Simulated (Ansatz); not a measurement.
AlH3NS, SMILES `[NH2][Al][SH]` radical, relaxed with UKS PBE-D4/def2-SVP in the Gaussian-basis code of Ansatz from a rough embedded geometry. The force threshold is 0.03 eV/Å; the program also tests the step.

Total charge 0; spin multiplicity 2.

Start:

```xyz
6

N     0.535   -0.149   -1.205
Al    0.553    0.391    0.587
S    -1.168   -0.144    1.918
H     0.503   -1.231   -1.208
H     1.477    0.113   -1.655
H    -1.899    1.020    1.563
```

**Question.** How much energy does the relaxation release, and in how many steps? (An estimate is asked.)

**Answer.** Computed: 45.07 kJ/mol, in 12 steps, 2 of them rejected.

**Question.** Which bonds change most? (Estimate.)

**Answer.** Computed: N1–Al2 from 1.872 to 1.791 Å; N1–H4 from 1.082 to 1.025 Å; S3–H6 from 1.419 to 1.363 Å; N1–H5 from 1.076 to 1.023 Å.

**Question.** Give the relaxed structure. (Estimate.)

**Answer.** Ansatz gave: 
```xyz
6

N     0.838   -0.296   -1.036
Al    0.143    0.751    0.239
S    -1.478   -0.152    1.479
H     0.545   -1.257   -1.237
H     1.583   -0.018   -1.680
H    -1.631    0.972    2.234
```
